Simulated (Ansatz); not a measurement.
Rock-salt MgS, relaxed in Ansatz (plane waves) with several semilocal functionals. Each gives its own volume and its own elastic constant C11:

| level | V0 (Å³/atom) | elastic constant C11 (GPa) | ln V0 | ln C11 |
|---|---|---|---|---|
| LDA | 16.867 | 163.8 | 2.8254 | 5.0986 |
| PBEsol | 17.393 | 152.6 | 2.8561 | 5.0278 |
| PBE | 17.878 | 138.7 | 2.8836 | 4.9323 |

Problem. Fit a straight line to ln C11 against ln V0. What does it predict for r²SCAN, whose volume is 17.606 Å³/atom?

Solution. With x = ln V0 and y = ln C11: means 2.85503 and 5.01957; Σ(Δx Δy) = -0.004826, Σ(Δx²) = 0.001695, so the slope is -2.85. At x = 2.8682 the line gives y = 5.01957 + (-2.85) × (2.8682 − 2.85503) = 4.9820, or 145.8 GPa. The run with r²SCAN gives 151.2 GPa, +3.7 % from the line. The rows used scatter about it by up to 1.1 %, while the largest value lies 18 % above the smallest.

Ansatz's density-functional and Hartree–Fock values are scalar-relativistic unless marked +SOC, with PAW data made under PBE.

Ansatz is an electronic-structure program.
